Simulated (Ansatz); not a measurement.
Geometry optimisation, Ansatz, UKS PBE/def2-SVP.

Input:

```yaml
crystal:
  periodic: [false, false, false]
  atoms:
    - { symbol: B, position_ang: [0.0, 0.0, 0.0] }
    - { symbol: Cl, position_ang: [0.0, 0.0, 2.11] }
    - { symbol: H, position_ang: [1.0305, 0.0, -0.595] }
    - { symbol: Cl, position_ang: [-1.6108, 0.0, -0.93] }
    - { symbol: H, position_ang: [0.0, 0.0, 3.78] }
magnetization:
  spin_polarized: true
  initial_magnetization: 1
basis:
  gaussian: { orbitals: def2-SVP }
hamiltonian:
  xc: pbe
relax:
  f_tol: 0.15
  max_steps: 25
  restrain:
    - { distance: [1, 4], at: 1.37, k: 30.0 }
    - { distance: [0, 1], at: 3.06, k: 30.0 }
```

Command:

```bash
$ ansatz run input.yaml --threads 1 --pin off --max-ram 2048MiB --backend cpu --events-out ev --progress --plain --runs-dir out
```

Question: Where does it end, and by what steps?

Answer: It converged. The restraints hold the end off the free minimum. After 6 steps the energy has fallen by 0.237 eV (the restraints' own energy left out); Cl2 moved furthest, 0.62 Å. Parted: B1–Cl2 (2.11 → 3.06 Å).

| step | energy less start (eV) | largest force component (eV/Å) | accepted |
| --- | --- | --- | --- |
| 0 | 0.0000 | 2.481 | yes |
| 1 | 0.0576 | 2.462 | yes |
| 2 | -0.0073 | 1.448 | yes |
| 3 | -0.1172 | 1.158 | yes |
| 4 | -0.2208 | 1.036 | yes |
| 5 | -0.1349 | 1.426 | no |
| 6 | -0.2369 | 0.895 | yes |

```xyz
5
Properties=species:S:1:pos:R:3
B -0.129 0.000 -0.329
Cl -0.016 0.000 2.730
H 0.997 0.000 -0.787
Cl -1.547 0.000 -1.314
H 0.115 0.000 4.065
```

The run took 13 s on 1 thread of Arm Neoverse V2, with other jobs on the host, peak memory 0.13 GiB.
